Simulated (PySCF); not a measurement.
Work out the structure from these simulated measurements.

Formula: C5H8O.

| Quantity | Value |
| --- | --- |
| 1H NMR | chemical shifts (computed TMS as zero) by class: 6.97 (1 H), 6.61 (1 H), 5.99 (1 H), 2.48 (2 H), 1.16 (3 H) ppm [GIAO PBE0/pcSseg-1] |
| Dipole | 2.67 D [PBE0/pcSseg-1] |
| 13C NMR | chemical shifts (computed TMS as zero) by class: 202.5 (1 C), 140.6 (1 C), 136.9 (1 C), 41.8 (1 C), 9.7 (1 C) ppm [GIAO PBE0/pcSseg-1] |
| Rotational structure | rotational constants A, B, C: 9.562, 2.143, 1.790 GHz [GFN2-xTB] |
| NMR, other nuclei | isotropic shieldings of nuclei other than C and H, by class: -281 (1 O) ppm [GIAO PBE0/pcSseg-1] |

Gas-phase values; electronic properties from PySCF, density fitting. Levels stand in brackets. The structure is a single GFN2-xTB conformer in the gas phase; no vibrational or solvent corrections. NMR classes are plain means over equivalent atoms (diastereotopic ones count apart unless rotation or inversion swaps them), as if these changed places fast.

Q: Give a SMILES that accounts for the data.

A: Numbering: `[CH2:1]=[CH:2][C:3](=[O:4])[CH2:5][CH3:6]`. Its formula, C5H8O, gives 2 degrees of unsaturation: 0 rings and 2 π bonds in the structure found. 5 carbons fall into 5 classes; from least to most shielded: ketone carbonyl carbon [C3] (202.5 ppm), alkene CH carbon [C2] (140.6 ppm), terminal =CH2 carbon [C1] (136.9 ppm), sp3 carbon next to a carbonyl [C5] (41.8 ppm), methyl carbon [C6] (9.7 ppm). Hydrogen classes from least to most shielded: 1 H on a terminal =CH2 carbon, C1 (6.97 ppm), 1 H on an alkene CH carbon, C2 (6.61 ppm), 1 H on a terminal =CH2 carbon, C1 (5.99 ppm), 2 H on an sp3 carbon next to a carbonyl, C5 (2.48 ppm), 3 H on a methyl carbon, C6 (1.16 ppm). The other shieldings belong to: -281 ppm, ketone oxygen [O4]. By its constants the optimised geometry is an asymmetric top. Structure: `C=CC(=O)CC`. Computed isomers that give other values at the same levels: `C#CCCCO` (rotational constant A: 16.076 GHz; this holds for the one conformer computed); `C#CC(C)(C)O` (13C chemical shifts (computed TMS as zero) by class: 94.0 (1 C), 78.1 (1 C), 65.9 (1 C), 33.4 (2 C) ppm); `CO[C@]12C[C@H]1C2` (13C chemical shifts (computed TMS as zero) by class: 62.2 (1 C), 57.5 (1 C), 33.4 (2 C), 7.8 (1 C) ppm). The assignments are read from this structure; whether some other isomer fits the data as well wasn't checked.

Conformer computed: `[CH2:1]=[CH:2][C:3](=[O:4])[CH2:5][CH3:6]`: C1–C2–C3–O4 4°, C2–C3–C5–C6 -179°.
